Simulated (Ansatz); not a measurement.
**C2H4N2O: small, medium and large basis sets**

How large a basis does C2H4N2O need? Two functionals are run in growing sets.

The runs use Ansatz 0.2.0, Gaussian basis; one geometry, several basis sets.

Levels to be run: PBE0-D4/def2-SVP; ωB97M-V/def2-SVP; PBE0-D4/def2-QZVPP; ωB97M-V/def2-QZVPP; the functionals' def2-TZVPP values are taken from earlier runs.

## Step 1: The relaxed structure

An earlier PBE0-D4 in a triple-zeta def2 set relaxation fixed the geometry.

SMILES `C=NC(=N)O`, 9 atoms, charge 0, spin multiplicity 1.

Atoms are counted from 1 here; the program's logs count them from 0.

Bond lengths: C1–N2 1.266 Å, C1–H6 1.092 Å, C1–H7 1.089 Å, N2–C3 1.403 Å, C3–N4 1.262 Å, C3–O5 1.345 Å, N4–H8 1.016 Å, O5–H9 0.965 Å. Angles: N2–C1–H6 123.7°, N2–C1–H7 118.1°, H6–C1–H7 118.2°, C1–N2–C3 118.6°, N2–C3–N4 123.4°, N2–C3–O5 116.0°, N4–C3–O5 120.6°, C3–N4–H8 109.2°, C3–O5–H9 106.0°.

## Step 2: PBE0-D4 in def2-SVP

in.yaml

```yaml
crystal:
  periodic: [false, false, false]
  atoms:
    - {symbol: C, position_ang: [0.202319, 1.255164, -0.979304]}
    - {symbol: N, position_ang: [0.227141, -0.007977, -0.903636]}
    - {symbol: C, position_ang: [-0.049072, -0.613524, 0.331983]}
    - {symbol: N, position_ang: [-0.057165, -1.863436, 0.507780]}
    - {symbol: O, position_ang: [-0.312815, 0.223002, 1.351874]}
    - {symbol: H, position_ang: [-0.023007, 1.908212, -0.133864]}
    - {symbol: H, position_ang: [0.417776, 1.714834, -1.942382]}
    - {symbol: H, position_ang: [0.163199, -2.325220, -0.369559]}
    - {symbol: H, position_ang: [-0.479775, -0.337354, 2.119909]}
basis:
  gaussian: {orbitals: def2-SVP}
hamiltonian: {xc: pbe0, dispersion: d4}
output: {orbitals: {seedname: orbitals}}
```

The run is started by

```bash
ansatz run in.yaml --threads 2 --pin off --events-out ev --progress --plain --max-ram 4352MiB
```

The runs that follow: ωB97M-V in def2-SVP; PBE0-D4 in def2-QZVPP; ωB97M-V in def2-QZVPP.

Q: Predict the results of all the runs planned. Wanted: PBE0-D4: double and triple zeta above quadruple; ωB97M-V: double and triple zeta above quadruple.

As calculated:

| quantity | value |
| --- | --- |
| PBE0-D4: double and triple zeta above quadruple | 8.64, 0.39 eV |
| ωB97M-V: double and triple zeta above quadruple | 8.91, 0.37 eV |

In words: For PBE0-D4 the step from double to triple zeta gains 8.25 eV and the next only 0.39 eV. Total energies overstate the basis error of differences, where much of it tends to cancel.
